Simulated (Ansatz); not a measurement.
System: rhombohedral A7 Sb. Method: PBEsol (PAW; Ansatz, an electronic-structure program).

Numerical settings: plane-wave cutoff 520 eV, 16×16×16 k mesh, Fermi–Dirac smearing 0.05 eV, scalar-relativistic PAW data made under PBE.

Properties against volume:

Shape and atoms are relaxed at each volume.

| V (Å³/atom) | P (GPa) | c (Å) | a (Å) |
|---|---|---|---|
| 28.596 | 1.93 | 10.800 | 4.283 |
| 29.192 | 0.90 | 10.928 | 4.302 |
| 29.787 | 0.00 | 11.056 | 4.320 |
| 30.383 | -0.79 | 11.191 | 4.337 |
| 30.979 | -1.47 | 11.331 | 4.352 |

Note: the cell comes from a level without a dispersion term, which matters for the spacing of layers, chains or molecules.
